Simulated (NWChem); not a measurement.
System: O cation, quartet

The following NWChem deck was run.

```
start job
memory heap 200 mb stack 900 mb global 1100 mb
charge 1
geometry units angstroms noautoz
  O      0.000000     0.000000     0.000000
end
basis spherical
  O library aug-cc-pvdz
end
dft
  odft
  mult 4
  xc xpbe96 cpbe96
  iterations 150
  mulliken
end
task dft energy
```

No stability test was run on the SCF state.

Task: Predict the main results of this run. (PBE/aug-cc-pVDZ, spin-unrestricted.) Quantities: basis functions; energy (Ha); highest occupied level (eV); lowest empty minus highest occupied level, either spin (eV); <S²>.

Result: 
```json
{
 "number_of_basis_functions": "23",
 "energy (Ha)": "-74.47",
 "highest occupied level (eV)": "-26.41",
 "lowest empty minus highest occupied level, either spin (eV)": "5.76",
 "<S²>": "3.75"
}
```
